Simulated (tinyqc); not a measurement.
MP2 on RHF in the sto-3g basis, frozen core, for OH-, spin multiplicity 1, step by step. The basis has no diffuse functions, so it cannot describe the extra electron: this is an exercise in the method, not the real anion. Computed by tinyqc, a small Python program that keeps every step (integrals from PySCF). Settings: charge = -1, multiplicity = 1, basis = sto-3g, method = RHF, frozen orbitals = 1, energy threshold = 1e-10, iteration cap = 88, orthogonalisation = symmetric, start = core, DIIS depth = 6. Command: `OMP_NUM_THREADS=1 python tinyqc.py 20410 20411 out.jsonl` (the two numbers bound the seeds that draw the settings). One thread of a shared host (Intel(R) Xeon(R) Processor @ 2.60GHz), about 0.1 s of CPU time with the checks. The early iterations of the SCF are left out here.

## One-electron integrals

Geometry (angstrom):
```
atom         x         y         z
O     0.000000  0.000000  0.000000
H     0.000000  0.000000  0.989000
```

Basis sto-3g: exponents (1/bohr^2) and contraction coefficients of normalised primitives:
```
element  l (shell)    exponent  coefficient
O            s (1)  130.709320     0.154329
O            s (1)   23.808861     0.535328
O            s (1)    6.443608     0.444635
O            s (2)    5.033151    -0.099967
O            s (2)    1.169596     0.399513
O            s (2)    0.380389     0.700115
O            p (3)    5.033151     0.155916
O            p (3)    1.169596     0.607684
O            p (3)    0.380389     0.391957
H            s (1)    3.425251     0.154329
H            s (1)    0.623914     0.535328
H            s (1)    0.168855     0.444635
```

Overlap, kinetic and nuclear-attraction integrals over the contracted functions; the nuclear repulsion is the sum of Za Zb / Rab.

nuclear repulsion = 4.28050322 hartree

overlap S, order 1O 1s, 1O 2s, 1O 2px, 1O 2py, 1O 2pz, 2H 1s:
```
[[1.000000, 0.236704, 0.000000, 0.000000, 0.000000, 0.050047],
 [0.236704, 1.000000, 0.000000, 0.000000, 0.000000, 0.454172],
 [0.000000, 0.000000, 1.000000, 0.000000, 0.000000, 0.000000],
 [0.000000, 0.000000, 0.000000, 1.000000, 0.000000, 0.000000],
 [0.000000, 0.000000, 0.000000, 0.000000, 1.000000, 0.382187],
 [0.050047, 0.454172, 0.000000, 0.000000, 0.382187, 1.000000]]
```

kinetic energy T (hartree), order 1O 1s, 1O 2s, 1O 2px, 1O 2py, 1O 2pz, 2H 1s:
```
[[29.003200, -0.168011, 0.000000, 0.000000, 0.000000, -0.004524],
 [-0.168011, 0.808128, 0.000000, 0.000000, 0.000000, 0.113871],
 [0.000000, 0.000000, 2.528731, 0.000000, 0.000000, 0.000000],
 [0.000000, 0.000000, 0.000000, 2.528731, 0.000000, 0.000000],
 [0.000000, 0.000000, 0.000000, 0.000000, 2.528731, 0.260378],
 [-0.004524, 0.113871, 0.000000, 0.000000, 0.260378, 0.760032]]
```

nuclear attraction V (hartree), order 1O 1s, 1O 2s, 1O 2px, 1O 2py, 1O 2pz, 2H 1s:
```
[[-61.153518, -7.309731, 0.000000, 0.000000, -0.014541, -1.589592],
 [-7.309731, -9.581192, 0.000000, 0.000000, -0.172926, -3.451286],
 [0.000000, 0.000000, -9.469624, 0.000000, 0.000000, 0.000000],
 [0.000000, 0.000000, 0.000000, -9.469624, 0.000000, 0.000000],
 [-0.014541, -0.172926, 0.000000, 0.000000, -9.585701, -2.627563],
 [-1.589592, -3.451286, 0.000000, 0.000000, -2.627563, -5.369759]]
```

core Hamiltonian H = T + V (hartree), order 1O 1s, 1O 2s, 1O 2px, 1O 2py, 1O 2pz, 2H 1s:
```
[[-32.150318, -7.477742, 0.000000, 0.000000, -0.014541, -1.594116],
 [-7.477742, -8.773064, 0.000000, 0.000000, -0.172926, -3.337415],
 [0.000000, 0.000000, -6.940892, 0.000000, 0.000000, 0.000000],
 [0.000000, 0.000000, 0.000000, -6.940892, 0.000000, 0.000000],
 [-0.014541, -0.172926, 0.000000, 0.000000, -7.056970, -2.367185],
 [-1.594116, -3.337415, 0.000000, 0.000000, -2.367185, -4.609727]]
```

## Two-electron integrals

Functions are numbered as in S; the eight-fold symmetry (ij|kl) = (ji|kl) = (kl|ij) leaves the list below.

Two-electron integrals (ij|kl) in chemists' order, unique and non-zero (hartree):
```
(11|11) 4.785065   (21|11) 0.741380   (21|21) 0.136873   (22|11) 1.118947
(22|21) 0.256633   (22|22) 0.817206   (31|31) 0.024477   (32|31) 0.037809
(32|32) 0.180518   (33|11) 1.115814   (33|21) 0.256684   (33|22) 0.817023
(33|33) 0.880159   (41|41) 0.024477   (42|41) 0.037809   (42|42) 0.180518
(43|43) 0.047444   (44|11) 1.115814   (44|21) 0.256684   (44|22) 0.817023
(44|33) 0.785270   (44|44) 0.880159   (51|51) 0.024477   (52|51) 0.037809
(52|52) 0.180518   (53|53) 0.047444   (54|54) 0.047444   (55|11) 1.115814
(55|21) 0.256684   (55|22) 0.817023   (55|33) 0.785270   (55|44) 0.785270
(55|55) 0.880159   (61|11) 0.159135   (61|21) 0.029127   (61|22) 0.054244
(61|33) 0.054140   (61|44) 0.054140   (61|51) 0.001343   (61|52) 0.002512
(61|55) 0.054459   (61|61) 0.006279   (62|11) 0.381973   (62|21) 0.088681
(62|22) 0.312053   (62|33) 0.306795   (62|44) 0.306795   (62|51) 0.006649
(62|52) 0.050510   (62|55) 0.322273   (62|61) 0.019231   (62|62) 0.146765
(63|31) 0.009341   (63|32) 0.054153   (63|53) 0.010530   (63|63) 0.021068
(64|41) 0.009341   (64|42) 0.054153   (64|54) 0.010530   (64|64) 0.021068
(65|11) 0.272859   (65|21) 0.064176   (65|22) 0.241158   (65|33) 0.230183
(65|44) 0.230183   (65|51) 0.013564   (65|52) 0.091184   (65|55) 0.262841
(65|61) 0.014540   (65|62) 0.137767   (65|65) 0.148917   (66|11) 0.517250
(66|21) 0.122043   (66|22) 0.491970   (66|33) 0.472005   (66|44) 0.472005
(66|51) 0.011998   (66|52) 0.125085   (66|55) 0.531290   (66|61) 0.026711
(66|62) 0.289478   (66|65) 0.310290   (66|66) 0.774606
```

## Orthogonalisation

S = U s U^T; symmetric (Loewdin) form X = U s^(-1/2) U^T, so that X^T S X = 1.

eigenvalues of S: [0.390770, 0.839592, 1.000000, 1.000000, 1.131163, 1.638475]

X, order 1O 1s, 1O 2s, 1O 2px, 1O 2py, 1O 2pz, 2H 1s:
```
[[1.023101, -0.133196, 0.000000, 0.000000, -0.008620, 0.023564],
 [-0.133196, 1.132396, 0.000000, 0.000000, 0.091023, -0.303089],
 [0.000000, 0.000000, 1.000000, 0.000000, 0.000000, 0.000000],
 [0.000000, 0.000000, 0.000000, 1.000000, 0.000000, 0.000000],
 [-0.008620, 0.091023, 0.000000, 0.000000, 1.074996, -0.250558],
 [0.023564, -0.303089, 0.000000, 0.000000, -0.250558, 1.182034]]
```

## Iteration 7 (converged): orbitals

converged F (hartree), order 1O 1s, 1O 2s, 1O 2px, 1O 2py, 1O 2pz, 2H 1s:
```
[[-19.376249, -4.970663, 0.000000, 0.000000, -0.023690, -1.069016],
 [-4.970663, -1.777604, 0.000000, 0.000000, -0.052975, -0.697709],
 [0.000000, 0.000000, 0.247820, 0.000000, 0.000000, 0.000000],
 [0.000000, 0.000000, 0.000000, 0.247820, 0.000000, 0.000000],
 [-0.023690, -0.052975, 0.000000, 0.000000, 0.436585, -0.308086],
 [-1.069016, -0.697709, 0.000000, 0.000000, -0.308086, -0.110626]]
```

Diagonalise F' = X^T F X, C = X C', fill 5 alpha and 5 beta electrons from the bottom; D = 2 C_occ C_occ^T. Each column has its largest component positive (the first on a tie).

F' = X^T F X (hartree):
```
[[-19.005375, -2.652427, 0.000000, 0.000000, -0.056987, -0.153505],
 [-2.652427, -0.731034, 0.000000, 0.000000, 0.162262, -0.495657],
 [0.000000, 0.000000, 0.247820, 0.000000, 0.000000, 0.000000],
 [0.000000, 0.000000, 0.000000, 0.247820, 0.000000, 0.000000],
 [-0.056987, 0.162262, 0.000000, 0.000000, 0.672457, -0.559354],
 [-0.153505, -0.495657, 0.000000, 0.000000, -0.559354, 0.384885]]
```

orbital energies (hartree): [-19.385143, -0.589598, 0.072359, 0.247820, 0.247820, 1.223315]

coefficients C, order 1O 1s, 1O 2s, 1O 2px, 1O 2py, 1O 2pz, 2H 1s:
```
[[0.994268, -0.237028, 0.111443, 0.000000, 0.000000, 0.089077],
 [0.024622, 0.863146, -0.581917, 0.000000, 0.000000, -0.562099],
 [0.000000, 0.000000, 0.000000, -0.018363, 0.999831, 0.000000],
 [0.000000, 0.000000, 0.000000, 0.999831, 0.018363, 0.000000],
 [0.003614, 0.060930, 0.543251, 0.000000, 0.000000, -0.963280],
 [-0.006587, 0.270875, 0.673297, 0.000000, 0.000000, 1.012746]]
```

D after iteration 7, order 1O 1s, 1O 2s, 1O 2px, 1O 2py, 1O 2pz, 2H 1s:
```
[[2.114342, -0.489920, 0.000000, 0.000000, 0.099385, 0.008559],
 [-0.489920, 2.168510, 0.000000, 0.000000, -0.526893, -0.316320],
 [0.000000, 0.000000, 2.000000, 0.000000, 0.000000, 0.000000],
 [0.000000, 0.000000, 0.000000, 2.000000, 0.000000, 0.000000],
 [0.099385, -0.526893, 0.000000, 0.000000, 0.597694, 0.764500],
 [0.008559, -0.316320, 0.000000, 0.000000, 0.764500, 1.053493]]
```

Within a degenerate level the vectors are fixed only up to a rotation; this is one choice.

## Convergence

Stop when the energy changes by less than 1e-10 hartree and every element of the error matrix X^T (F D S - S D F) X is below 3e-06.

Course of the cycle:
```
iteration   E (hartree)     change  largest element of the error matrix
1          -72.93394847          -                             7.95e-01
2          -74.05210978  -1.12e+00                             1.06e-01
3          -74.05994447  -7.83e-03                             2.01e-02
4          -74.06025978  -3.15e-04                             9.41e-04
5          -74.06026072  -9.42e-07                             3.39e-05
6          -74.06026072  -1.17e-09                             8.72e-07
7          -74.06026072  -4.55e-13                             2.58e-09
```

PySCF RHF in the same basis = -74.06026072 hartree

Converged in 7 iterations.

## Integrals over molecular orbitals

(pq|rs) = sum C_ip C_jq C_kr C_ls (ij|kl), one index at a time.

one-electron integrals over orbitals h = C^T H C (hartree):
```
[[-32.132599, 0.585197, -0.265340, 0.000000, 0.000000, -0.213091],
 [0.585197, -7.098907, 0.704937, 0.000000, 0.000000, 1.066524],
 [-0.265340, 0.704937, -5.820730, 0.000000, 0.000000, 1.360963],
 [0.000000, 0.000000, 0.000000, -6.940892, 0.000000, 0.000000],
 [0.000000, 0.000000, 0.000000, 0.000000, -6.940892, 0.000000],
 [-0.213091, 1.066524, 1.360963, 0.000000, 0.000000, -5.608383]]
```

Two-electron integrals over orbitals (pq|rs), unique and non-zero (hartree); the lowest 1 orbital is frozen and left out:
```
(22|22) 0.724397    (32|22) -0.024056   (32|32) 0.149331    (33|22) 0.640002
(33|32) -0.027670   (33|33) 0.662263    (42|42) 0.146587    (43|42) -0.053345
(43|43) 0.046752    (44|22) 0.748013    (44|32) -0.101431   (44|33) 0.639062
(44|44) 0.880159    (52|52) 0.146587    (53|52) -0.053345   (53|53) 0.046752
(54|54) 0.047444    (55|22) 0.748013    (55|32) -0.101431   (55|33) 0.639062
(55|44) 0.785270    (55|55) 0.880159    (62|22) -0.110558   (62|32) -0.019591
(62|33) -0.010630   (62|44) -0.118703   (62|55) -0.118703   (62|62) 0.108912
(63|22) -0.097142   (63|32) 0.119855    (63|33) -0.059612   (63|44) -0.150353
(63|55) -0.150353   (63|62) 0.041940    (63|63) 0.160115    (64|42) -0.042183
(64|43) -0.007331   (64|64) 0.038562    (65|52) -0.042183   (65|53) -0.007331
(65|65) 0.038562    (66|22) 0.683497    (66|32) 0.033317    (66|33) 0.645357
(66|44) 0.665425    (66|55) 0.665425    (66|62) -0.087522   (66|63) -0.038537
(66|66) 0.722616
```

## Second-order Moller-Plesset energy

Hartree-Fock energy = -74.06026072 hartree

E2 = sum_ijab (ia|jb) [2 (ia|jb) - (ib|ja)] / (e_i + e_j - e_a - e_b) over occupied i, j and virtual a, b; the opposite-spin part is (ia|jb)^2 / denominator, the rest is same-spin, and SCS-MP2 scales them by 6/5 and 1/3.

Terms:
```
i  j  a  b   (ia|jb)   (ib|ja)  denominator       term
3  3  6  6  0.160115  0.160115    -2.301914  -0.011137
2  2  6  6  0.108912  0.108912    -3.625826  -0.003271
5  5  6  6  0.038562  0.038562    -1.950992  -0.000762
4  4  6  6  0.038562  0.038562    -1.950992  -0.000762
2  3  6  6  0.041940  0.041940    -2.963870  -0.000593
3  2  6  6  0.041940  0.041940    -2.963870  -0.000593
```

Pair energies (hartree; pair i-j sums ij and ji):
```
pair  opposite spin  same spin
2-2       -0.003271   0.000000
3-2       -0.001187   0.000000
3-3       -0.011137   0.000000
4-4       -0.000762   0.000000
5-5       -0.000762   0.000000
```

MP2 correlation energy = -0.01711997 hartree

SCS-MP2 correlation energy = -0.02054397 hartree

MP2 total energy = -74.07738069 hartree
